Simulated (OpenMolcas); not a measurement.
**singlet [NO2]+: levels of theory compared**

We compute a comparison of 6 runs (M06-2X/STO-3G, PBE/STO-3G, SVWN5/STO-3G, r2SCAN/STO-3G, ACPF/STO-3G, CISD/STO-3G) of singlet [NO2]+. 

Program for the calculation: OpenMolcas 26.06.

1 further run of the same task is left out (for a known fault of the program).

**1. The system as given**

[NO2]+: 3 atoms, total charge +1, spin state singlet. As SMILES of the parent species, `[O]N=O`. Geometry: relaxed at GFN2-xTB. That shape belongs to the parent species and isn't relaxed for this state.

Bond lengths: O1–N2 1.181 Å, N2–O3 1.181 Å. Angles: O1–N2–O3 137.9°.

**2. The energy at M06-2X/STO-3G (run 1)**

calc.inp

```
&gateway
 baslib
 $CurrDir
 coord
 3
 angstrom
 O        0.201690      -1.092400      -0.004860
 N       -0.247880      -0.008390      -0.136210
 O        0.046180       1.100790       0.141070
 basis
 STO-3G
 group
 NoSym

&seward
 gridinput
 Grid=UltraFine
 End of Grid

&scf
 charge
 1
 ksdft
 M062X
 thresholds
 1e-10 1e-07 1e-07 1e-05
 prorbitals
 1 1
```

The basis set STO-3G is read from a file made from the Basis Set Exchange's data (not shown).

Command:

```console
export MOLCAS_MEM=1860
pymolcas calc.inp > calc.log
```

Standard output:

```text
--- Start Module: gateway ---
[...]
--- Stop Module: gateway /rc=_RC_ALL_IS_WELL_ ---
--- Start Module: seward ---
[...]
      Basis functions           15
--- Stop Module: seward /rc=_RC_ALL_IS_WELL_ ---
--- Start Module: scf ---
[...]
       Convergence after  17 Iterations
[...]
::    Total KS-DFT energy                            -201.8949605372
[...]
      Total spin, S                                     0.0000000000
[...]
      Total electronic charge=   22.000000
      Total            charge=    1.000000
[...]
      Dipole Moment (debye):
      Origin of the operator (angstrom)=    0.0107    0.0004    0.0059
                   X= -3.1119E-01               Y= -1.0335E-02               Z= -1.7098E-01           Total=  3.5521E-01
      Center of Charge (angstrom)
[...]
--- Stop Module: scf /rc=_RC_ALL_IS_WELL_ ---
[...]
```

Run time: 4.8 s. Hardware: 1 thread of Arm Neoverse V1, shared host; peak memory 0.37 GiB.

**3. The energy at PBE/STO-3G (run 2)**

calc.inp

```
* NO2 Kohn-Sham DFT
>>> EXPORT MOLCAS_PRINT=2

&GATEWAY
 BASLIB = $CurrDir
 COORD
 3
 angstrom
 O        0.201690      -1.092400      -0.004860
 N       -0.247880      -0.008390      -0.136210
 O        0.046180       1.100790       0.141070
 BASIS = STO-3G
 GROUP = NoSym

&SEWARD
 GRIDINPUT
 Grid=UltraFine
 End of Grid

&SCF
 CHARGE = 1
 KSDFT = PBE
 THRESHOLDS = 1e-10 1e-07 1e-07 1e-05
 PRORBITALS = 1 1
```

The basis set STO-3G is read from a file made from the Basis Set Exchange's data (not shown).

Command:

```console
export MOLCAS_MEM=1860
pymolcas calc.inp > calc.log
```

Standard output:

```text
--- Start Module: gateway ---
[...]
--- Stop Module: gateway /rc=_RC_ALL_IS_WELL_ ---
--- Start Module: seward ---
[...]
      Basis functions           15
--- Stop Module: seward /rc=_RC_ALL_IS_WELL_ ---
--- Start Module: scf ---
[...]
       Convergence after  19 Iterations
[...]
::    Total KS-DFT energy                            -201.7522188210
[...]
      Total spin, S                                     0.0000000000
[...]
      Total electronic charge=   22.000000
      Total            charge=    1.000000
[...]
      Dipole Moment (debye):
      Origin of the operator (angstrom)=    0.0107    0.0004    0.0059
                   X= -1.7458E-01               Y= -5.9400E-03               Z= -9.5938E-02           Total=  1.9930E-01
      Center of Charge (angstrom)
[...]
--- Stop Module: scf /rc=_RC_ALL_IS_WELL_ ---
[...]
```

Wall time 4.5 s (1 thread of Arm Neoverse V1, shared host); peak memory 0.37 GiB.

Runs 3 to 5 aren't shown in full; the table further down has their settings and results.

**4. The energy at CISD/STO-3G (run 6)**

calc.inp

```
* NO2 CISD

&GATEWAY
  BasLib
  $CurrDir
  Coord
  3
  angstrom
  O        0.201690      -1.092400      -0.004860
  N       -0.247880      -0.008390      -0.136210
  O        0.046180       1.100790       0.141070
  Basis
  STO-3G
  Group
  NoSym

&SEWARD

&SCF
  Charge
  1
  Thresholds
  1e-10 1e-07 1e-07 1e-05
  PrOrbitals
  1 1

&MOTRA
  Frozen
  3

&GUGA
  Electrons
  16
  Spin
  1
  Inactive
  8
  Active
  0
  CIAll
  1

&CPF
  SDCI
```

The basis set STO-3G is read from a file made from the Basis Set Exchange's data (not shown).

Command:

```console
export MOLCAS_MEM=1860
pymolcas calc.inp > calc.log
```

Standard output:

```text
--- Start Module: gateway ---
[...]
--- Stop Module: gateway /rc=_RC_ALL_IS_WELL_ ---
[...]
      Basis functions           15
[...]
       Convergence after  22 Iterations
[...]
::    Total SCF energy                               -200.9216705190
[...]
      Total spin, S                                     0.0000000000
[...]
      *** WARNING: Default frozen orbitals is overwritten by user input.
      *** Default values:   3
[...]
--- Start Module: guga ---
[...]
--- Stop Module: guga /rc=_RC_ALL_IS_WELL_ ---
--- Start Module: cpf ---
[...]
      Active orbitals                            0       0
[...]
      Spin quantum number                      0.0
[...]
     FINAL CI ENERGY          -201.17433406
     FINAL CORRELATION ENERGY   -0.25266354  REFERENCE ENERGY    -200.92167052
[...]
     REL. CI ENERGY           -201.17433406
[...]
      Total electronic charge=   22.000000
      Total            charge=    1.000000
[...]
      Dipole Moment (debye):
      Origin of the operator (angstrom)=    0.0107    0.0004    0.0059
                   X= -1.4494E-01               Y= -4.9441E-03               Z= -7.9648E-02           Total=  1.6545E-01
      Quadrupole Moment (debye*angstrom):
[...]
--- Stop Module: cpf /rc=_RC_ALL_IS_WELL_ ---
[...]
```

Run time: 1.9 s. Hardware: 1 thread of Arm Neoverse V1, shared host; peak memory 0.37 GiB.

**5. The series**

```csv
run,level,integration grid,frozen core orbitals,energy (Eh),HOMO energy (eV),LUMO energy (eV),HOMO–LUMO gap (eV),wall time
1,M06-2X/STO-3G,UltraFine,–,-201.894961,-20.82,-12.31,8.51,4.8 s
2,PBE/STO-3G,UltraFine,–,-201.752219,-17.89,-14.69,3.20,4.5 s
3,SVWN5/STO-3G,UltraFine,–,-200.440480,-17.88,-14.71,3.17,3.9 s
4,r2SCAN/STO-3G,UltraFine,–,-201.875123,-18.32,-14.75,3.57,4.5 s
5,ACPF/STO-3G,–,3,-201.212295,-22.98,-9.05,13.93,1.9 s
6,CISD/STO-3G,–,3,-201.174334,-22.98,-9.05,13.93,1.9 s
```

**6. Results**

```
                                          quantity          value
                               run 6: total energy  -201.17433 Eh
        run 6: HOMO energy (Hartree–Fock orbitals)      -22.98 eV
        run 6: LUMO energy (Hartree–Fock orbitals)       -9.05 eV
      run 6: HOMO–LUMO gap (Hartree–Fock orbitals)       13.93 eV
run 6: correlation energy (3 core orbitals frozen)     -252.7 mEh
```

In words: Over runs 1, 2, 3, 4 the HOMO–LUMO gap runs from 3.17 eV (SVWN5/STO-3G) to 8.51 eV (M06-2X/STO-3G). Totals of different functionals can't be ranked against each other. In runs 1, 2, 3, 4, 5, 6 the basis is minimal, so the values are rough. All runs together took 22 s, the longest 4.8 s.
